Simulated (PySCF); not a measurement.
**F₂⁺ at UHF-CCSD**

Computed with UHF-CCSD; PySCF, no relativity, basis sets F pcseg-1.

```json
{
 "state": "²Πg (doublet), unpaired electrons π ↑",
 "bond length": "132.8 pm",
 "harmonic wavenumber": "1082 cm⁻¹",
 "force constant": "6.55 mdyn/Å",
 "rotational constant Be": "1.007 cm⁻¹",
 "anharmonicity ωexe": "7.15 cm⁻¹",
 "vibration–rotation constant αe": "0.0107 cm⁻¹",
 "well depth De to F⁺ + F": "2.19 eV",
 "dissociation energy D0": "2.13 eV"
}
```

Correlated steps freeze 2 core orbitals. Correlated levels converge slowly with the basis: in double zeta they bind strong bonds too weakly, by up to about 1 eV, and carry superposition errors of some tenths. The state is the lowest determinant that a PBE0 search found; another state may lie lower at other levels.
